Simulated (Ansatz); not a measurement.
# H₃O₂ (doublet): wave-function methods side by side at distance O1–H3 along a hydrogen transfer = 1.197 Å, cc-pVDZ

How much of the correlation energy of H₃O₂ (doublet) does each wave-function method recover here?

Method: cc-pVDZ, core rule «outside noble gas», up to 2 orbitals frozen; program: Ansatz 0.2.0, Gaussian basis.

The runs, in order: UHF; CCSD(T) on ROHF; CCSD(T) on UHF; BCCD(T) on ROHF; CISD; CCSDT(Q) on ROHF; CCSDT(Q) on UHF; CASSCF and MRCISD+Q, 3 electrons in 3 orbitals; CASSCF and NEVPT2, 3 electrons in 3 orbitals; CASSCF and NEVPT2, 15 electrons in 11 orbitals.

7 further runs of the same task are left out: 1 for a mislabelled method, 6 that didn't finish.

**1. What is computed**

The geometry derives from fragments relaxed apart (PBE0/def2-TZVP) and kept rigid, so it is no stationary point. A hydrogen atom is moved between rigid fragments.

5 atoms, charge 0, spin multiplicity 2.

Atoms are counted from 1 here; the program's logs count them from 0.

Bond lengths: O1–H2 0.960 Å, O1–H3 1.197 Å, O4–H5 0.973 Å. Angles: H2–O1–H3 105.1°.

**2. UHF**

Input file in.yaml:

```yaml
crystal:
  periodic: [false, false, false]
  atoms:
    - {symbol: O, position_ang: [-1.250005, 0.000385, 0.000000]}
    - {symbol: H, position_ang: [-1.499314, 0.926961, 0.000000]}
    - {symbol: H, position_ang: [-0.053005, 0.000385, 0.000000]}
    - {symbol: O, position_ang: [1.252995, 0.000385, 0.000000]}
    - {symbol: H, position_ang: [1.504854, -0.939565, 0.000000]}
basis:
  gaussian: {orbitals: cc-pVDZ}
magnetization: {spin_polarized: true, initial_magnetization: 1}
hamiltonian: {xc: hf}
output: {orbitals: {seedname: orbitals}}
```

The run is started by

```bash
$ ansatz run in.yaml --threads 1 --pin off --events-out ev --progress --plain --max-ram 2393MiB
```

The runs that follow: CCSD(T) on ROHF; CCSD(T) on UHF; BCCD(T) on ROHF; CISD; CCSDT(Q) on ROHF; CCSDT(Q) on UHF; CASSCF and MRCISD+Q, 3 electrons in 3 orbitals; CASSCF and NEVPT2, 3 electrons in 3 orbitals; CASSCF and NEVPT2, 15 electrons in 11 orbitals.

**Question.** What will the summary of the whole plan be? Wanted: UCCSDT(Q) below the RHF energy; RMP2 from UCCSDT(Q); UMP2 from UCCSDT(Q); RCCSD from UCCSDT(Q); RCCSD(T) from UCCSDT(Q); UCCSD(T) from UCCSDT(Q); RCCSDT(Q) from UCCSDT(Q); NEVPT2 pair from UCCSDT(Q); NEVPT2 valence from UCCSDT(Q).

**Answer**, as computed:

```
                         quantity                      value
   UCCSDT(Q) below the RHF energy                -11.1356 eV
              RMP2 from UCCSDT(Q)                +1024.9 meV
              UMP2 from UCCSDT(Q)                 +985.7 meV
             RCCSD from UCCSDT(Q)                 +274.9 meV
          RCCSD(T) from UCCSDT(Q)                  +56.4 meV
          UCCSD(T) from UCCSDT(Q)                  +49.5 meV
         RCCSDT(Q) from UCCSDT(Q)                   +1.0 meV
       NEVPT2 pair from UCCSDT(Q)                +1054.7 meV
    NEVPT2 valence from UCCSDT(Q)                +1518.3 meV
levels within 1 kcal/mol (43 meV)  RCCSDT, UCCSDT, RCCSDT(Q)
                    T1 diagnostic                      0.048
   effectively unpaired electrons                       1.02
```

What this shows: RCCSD(T) lands +56.4 meV from the yardstick (0.5 % of the correlation energy). The occupations are near whole numbers, but T1 = 0.048 shows that the orbitals relax strongly. Of the multireference levels listed NEVPT2 pair comes nearest in total energy (+1054.7 meV), which doesn't show that its space is the better one. Coupled cluster took another determinant than the lowest Hartree-Fock one. These misses are within one basis, not against nature; the frozen cores of restricted and unrestricted runs differ, which can shift their rows.
